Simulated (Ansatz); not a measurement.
Calculated with Ansatz (gas phase, PBE0-D4/def2-TZVP geometries, no zero-point term in ΔE). CCSD(T)/CBS adds triple-zeta CCSD(T) − MP2 to the extrapolated MP2 energy (def2 sets, frozen cores). This one scheme is used for every species. DFT in def2-TZVPP. B3LYP here is the variant with VWN-RPA as its local correlation; programs differ in this.

Consider the formal loss of a carbene: `CCF` → CH₄ + `[CH]F`.

| level | ΔE (kcal/mol) | difference from CCSD(T)/CBS |
| --- | --- | --- |
| B97M-V | 87.7 | 0.1 |
| r2SCAN0-D4 | 93.7 | 6.1 |
| ωB97M-V | 87.0 | -0.6 |
| B2PLYP | 87.4 | -0.2 |
| PBE-QIDH | 93.9 | 6.3 |
| revPBE | 84.3 | -3.3 |
| BLYP | 81.6 | -6.0 |
| B3LYP | 85.5 | -2.1 |
| r2SCANh | 92.5 | 4.9 |
| r2SCAN0 | 93.4 | 5.8 |
| HF/def2-SVP | 81.7 | -5.9 |
| MP2/def2-SVP | 92.8 | 5.2 |
| HF/def2-TZVPP | 78.5 | -9.1 |
| CCSD(T)/def2-TZVPP | 86.1 | -1.5 |
| HF/def2-QZVPP | 78.5 | -9.1 |
| HF/CBS(def2) | 78.5 | -9.1 |
| CCSD(T)/CBS | 87.6 | 0 |

Largest T1 diagnostic among the species: 0.018.

In def2-TZVPP, CCSD(T) changes the Hartree–Fock value by +7.6 kcal/mol (the triples alone add +0.3 kcal/mol) and MP2 by +13.9 kcal/mol. Leaving LDA and LC-ωPBE aside and taking each functional with its dispersion term where it has one, the values, not all of them listed here, spread over 10.1 kcal/mol, from BLYP-D4 to PBE-QIDH. LDA lies +13.3 kcal/mol from PBE without D4. From PBE to PBE0 (25 % exact exchange), in def2-TZVPP and without D4, ΔE moves by +2.5 kcal/mol.
